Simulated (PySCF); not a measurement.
```xyz
4
charge 1 multiplicity 2, angstrom
N     0.0000    0.0000    0.0000
H     0.0000    0.0000    1.0241
H     0.8869    0.0000   -0.5120
H    -0.8869    0.0000   -0.5120
```

Level of theory: UPBE0 in PySCF with N def2-TZVP, H def2-TZVP; no relativity; density-fitted integrals.

This geometry of NH₃⁺ is a stationary point at this level.

Task: What is the point group?

Result: D3h.

Task: Is it a minimum?

Result: Yes: all harmonic wavenumbers are real.

Task: Which band is strongest in the infrared?

Result: 3547 cm⁻¹ (e'), 561 km/mol.

Task: What are the dipole moment and the gap between the highest occupied and lowest empty levels of either spin?

Result: 0.00 D about the centre of mass and 7.19 eV.

Task: Give the ideal-gas entropy at 298.15 K and 1 bar by parts.

Result: translation 144.2, rotation 42.3, vibration 0.7, spin 5.8; total 193.0 J/(mol K).

Only a few start shapes were tried, so a lower isomer may exist.
